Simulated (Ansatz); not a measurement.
Ansatz (a quantum-chemistry and plane-wave program) input (PBE/aug-cc-pVTZ):

Ansatz 0.2 input:
```yaml
crystal:
  periodic: [false, false, false]
  atoms:
    - {symbol: C, position_ang: [-0.00765201, 0.00466428, -0.11016720]}
    - {symbol: O, position_ang: [0.06716463, -0.04072056, 1.10546523]}
    - {symbol: O, position_ang: [0.01590056, -0.01200809, -1.23171942]}
    - {symbol: H, position_ang: [-0.61860949, 0.39384354, 1.67103665]}
basis:
  gaussian:
    orbitals: aug-cc-pVTZ
    final_grid: {core_spheres: 4, valence_spheres: 3, degree: 11}
hamiltonian:
  xc: {name: PBE}
total_charge: 1
magnetization: {spin_polarized: false}
```

Output:

```
Functional definition: PBE
integrals: 0.04 GiB planned
699 factors; their error is unknown
mean field: 0.39 GiB planned
mean field evaluation 1: about -5121.5327 eV, gradient 9.6e1 eV
mean field evaluation 2: about -5089.5411 eV, gradient 1.6e2 eV
mean field evaluation 4: about -5133.7454 eV, gradient 2.0e1 eV
mean field evaluation 8: about -5134.3845 eV, gradient 3.6e-2 eV
mean field evaluation 16: about -5134.4033 eV, gradient 4.5e-4 eV
mean field -5134.40331850 eV, -188.6858417315 hartree, gradient 7.7e-6 eV, S^2 0.000000; 0 other end points of the search recorded, 0 dependent functions left out
reference -5134.40338087 eV, -188.6858440234 hartree; 11, 11 occupied and 150, 150 virtual orbitals, 699 factors
Total energy: -5134.40338087 eV, -188.6858440234 hartree
```
